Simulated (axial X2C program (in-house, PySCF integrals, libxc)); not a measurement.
Levels of BH⁻ by electron attachment to BH (EOM-EA-CCSD)

Computed with an axial X2C code built on PySCF integrals: two-component X2C with atomic mean-field Coulomb and Gaunt terms, Gaussian nuclei, basis B dyall-av3z, H dyall-av3z with contracted cores.

R = 1.427 Å (1.150 times 1.241 Å, the PBE0 minimum at charge 0 for the lowest determinant).

Levels of BH⁻ obtained by attaching an electron to BH:

| Ω | binding energy (eV) | above lowest (cm⁻¹) | attached spinor | one-particle weight |
| --- | --- | --- | --- | --- |
| 1/2 | 0.107 | 0 | 85% B pπ, 12% H pπ | 0.94 |
| 3/2 | 0.106 | 5 | 85% B pπ, 12% H pπ | 0.94 |
| 1/2 | -0.651 | 6112 | 85% H sσ, 10% B sσ | 0.99 |
| 1/2 | -0.924 | 8317 | 98% B pσ | 1.00 |
| 1/2 | -1.130 | 9974 | 97% B pπ | 0.98 |
| 3/2 | -1.130 | 9976 | 97% B pπ | 0.98 |

Negative binding energies belong to unbound states, resonances or levels that the basis set holds; within some tenths of an eV of zero the sign is not settled.

This point took 4.7 s on 1 thread of Intel(R) Xeon(R) Processor @ 2.30GHz, on a shared host.

Reference electrons by ω block (each with its −ω partner): 1/2: 3. 4 electrons of BH correlated (inner shells frozen), 92 natural virtual spinors (a truncated set); levels can be off by some tenths of an eV. Roots sought by Ω: (1/2: 5, 3/2: 4, 5/2: 2, 7/2: 1); rows need 60 % one-particle weight and stop where some Ω has no more roots. Missing are any skipped roots, higher Ω and states of a further excitation; these come out far too high here and may in truth be low or lowest. T1 of the reference 0.015 (Lee–Taylor). Number of frozen shells: B 1 s; H none.
